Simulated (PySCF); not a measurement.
Spin states of CO

Unrestricted PBE0; C aug-pcseg-1, O aug-pcseg-1; no relativity (PySCF 2.14). Outer shells of the fragments: C 2s2 2p2; O 2s2 2p4.

Followed along the bond (rough minima from three points):

| 2Ms+1 | unpaired | ⟨S²⟩ at the start | R at minimum (Å) | Te (eV) |
| --- | --- | --- | --- | --- |
| 1 | none | 0.00 | 1.13 | 0.00 |
| 3 | σ ↑, π ↑ | 2.02 | 1.20 | 5.74 |

Solutions found at the starting distance of 1.310 Å, counted from the lowest of them; the search is not exhaustive and high or unbound solutions are not listed, so other states can lie among these:

```json
{"2Ms+1": "1", "unpaired": "none", "term": "¹Σ⁺", "E (eV)": "0.00", "⟨S²⟩": "0.00", "⟨Lz²⟩": "0.00", "μ (D)": "-0.59"}
{"2Ms+1": "3", "unpaired": "σ ↑, π ↑", "term": "³Π", "E (eV)": "4.75", "⟨S²⟩": "2.02", "⟨Lz²⟩": "1.00", "μ (D)": "-1.66"}
{"2Ms+1": "3", "unpaired": "π ↑↑", "term": "mixed", "E (eV)": "5.50", "⟨S²⟩": "2.01", "⟨Lz²⟩": "2.01", "μ (D)": "1.17"}
{"2Ms+1": "3", "unpaired": "π ↑↑", "term": "mixed", "E (eV)": "6.13", "⟨S²⟩": "2.01", "⟨Lz²⟩": "2.00", "μ (D)": "1.00"}
{"2Ms+1": "5", "unpaired": "σ ↑, π ↑↑↑", "term": "⁵Π", "E (eV)": "8.84", "⟨S²⟩": "6.01", "⟨Lz²⟩": "1.00", "μ (D)": "-0.24"}
```

A term symbol is given only where ⟨S²⟩ and ⟨Lz²⟩ are close to those of a pure state; real π, δ and φ orbitals otherwise mix terms. A positive dipole means C(−)O(+).

Q: Compare the gap between the two lowest followed solutions at the starting distance with the gap between their minima.

A: At PBE0 the second solution (triplet, unpaired electrons σ ↑, π ↑) lies +4.75 eV from the first (singlet, closed shell) at 1.310 Å and +5.74 eV at the minima; the two curves relax by different amounts, since their minima lie near 1.20 and 1.13 Å.

Counting both spins, an empty level lies below a filled one in some of these solutions, because spin and occupation are held.
